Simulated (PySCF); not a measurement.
Molecule: SMILES CC[S+](C)(C)=O, [C₄H₁₁OS]+.

Atoms are numbered as in `[CH3:1][CH2:2][S+:3]([CH3:4])([CH3:5])=[O:6]`. Hydrogens are named by the atom that carries them.

Geometry PBE0-D3(BJ)/def2-SVP throughout; GIAO in PySCF, gas phase, one conformer, non-relativistic; equivalent atoms averaged; functional PBE0.

**Question.** How do the shifts δ (against TMS, CS2, H2O at the same level) depend on the basis set? (ppm; last column core-seconds on shared hosts with different chips, so compare them loosely)

**Answer.** 
```csv
basis set,functions,C2,C4/C5,C1,S3,O6,H(C2),H(C4)/H(C5),H(C1),core-s
STO-3G,45,45.2,32.3,17.1,-101.0,85.3,3.10,3.06,1.79,3.2
6-31G,80,52.1,36.9,5.8,165.2,73.0,3.34,3.14,1.96,6.5
6-31G*,110,48.8,34.6,4.7,279.2,76.2,3.15,2.99,1.83,11
def2-SVP,143,52.0,37.2,3.5,260.6,101.5,3.10,3.16,1.73,12
pcSseg-1,164,54.6,40.0,5.0,274.8,110.0,3.16,3.30,1.92,20
"6-311+G(2d,p)",236,54.6,39.7,4.6,314.4,100.1,3.39,3.24,1.78,26
def2-TZVP,258,55.1,39.9,5.2,336.7,107.7,3.40,3.22,1.79,33
```

**Question.** Which nucleus moves most, in ppm?

**Answer.** S3 (sulfur bonded to 3 C, O): from -101.0 ppm with STO-3G to 336.7 ppm with def2-TZVP. The smallest spread is 0.23 ppm, at H(C1). Proton shifts span only some 12 ppm, so a few tenths of a ppm matter as much there as several ppm in carbon.

**Question.** Taking the largest basis, def2-TZVP (258 functions), as the yardstick, rank the others by their worst heavy-atom deviation.

**Answer.** 6-311+G(2d,p) 22.3 ppm (236 functions), 6-31G* 57.5 ppm (110 functions), pcSseg-1 61.9 ppm (164 functions), def2-SVP 76.0 ppm (143 functions), 6-31G 171.5 ppm (80 functions), STO-3G 437.6 ppm (45 functions).

A small basis that lands close on one nucleus may do so by chance; judge by the trend and by all nuclei.
